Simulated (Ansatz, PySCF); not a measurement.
System: fluoromethane, CH3F, charge 0, multiplicity 1. 
Geometry from a B3LYP-D3(BJ)/def2-TZVP (Ansatz, a program for electronic structure) optimisation:
SMILES: CF
```xyz
5

C     -0.6251     0.0987     0.0634
F      0.7404    -0.1169    -0.0750
H     -0.8995    -0.0428     1.1096
H     -0.8540     1.1182    -0.2499
H     -1.1596    -0.6155    -0.5645
```

PBE beside other levels, property by property. Correlated levels leave the core frozen unless marked. Open shells are spin-unrestricted. Spin-orbit coupling is left out. Non-relativistic. CBS(X,Y): correlation extrapolated as X^-3; Hartree-Fock from the larger set. Rows marked 298 K are enthalpies with B3LYP-D3(BJ) harmonic zero-point and thermal terms. Enthalpies of formation rest on the atoms' values in the G2/97 table (older ones for B and Si), with no core term in the frozen-core levels. Frequencies are from Ansatz or PySCF. The coupled-cluster column (Ansatz) is a level with limits of its own: (a) CCSD(T)/CBS(cc-pVTZ,cc-pVQZ); (b) CCSD(T)/CBS(def2-TZVPPD,def2-QZVPPD).

```
property                                                                   wB97X-V/def2-TZVPD (Ansatz)  RPA@PBE/cc-pVQZ (Ansatz)  RI-MP2/CBS(cc-pVTZ,cc-pVQZ) (Ansatz)  coupled cluster  measured
-------------------------------------------------------------------------  ---------------------------  ------------------------  ------------------------------------  ---------------  --------
enthalpy of formation at 298 K by atomisation (kcal/mol)                                         -55.9                     -32.9                                 -61.9        -56.0 (b)     -56.5
C-H bond dissociation enthalpy, 298 K, to [CH2]F + H atom (kcal/mol)                              99.8                      99.4                                 101.1        101.5 (a)         -
C-F bond dissociation enthalpy, 298 K, to [CH3] (CH3) + F atom (kcal/mol)                        111.4                     101.0                                 117.9        110.6 (b)         -
```

Measured values: Active Thermochemical Tables 1.112 (ions: stationary electron), as tabulated in the package chemicals; they hold spin-orbit effects, which all levels lack, and core correlation, which the frozen-core levels lack.

Question: What does PBE/def2-TZVPD (Ansatz) give for each property, and on which side of the measured value, or else of coupled cluster, does it fall?

Answer: 
- enthalpy of formation at 298 K by atomisation: PBE lies 6.3 kcal/mol below the measured value; PBE gives -62.8 kcal/mol.
- C-H bond dissociation enthalpy, 298 K, to [CH2]F + H atom: PBE lies 5.1 kcal/mol below coupled cluster; PBE gives 96.4 kcal/mol.
- C-F bond dissociation enthalpy, 298 K, to [CH3] (CH3) + F atom: PBE lies 4.3 kcal/mol above coupled cluster; PBE gives 114.9 kcal/mol.
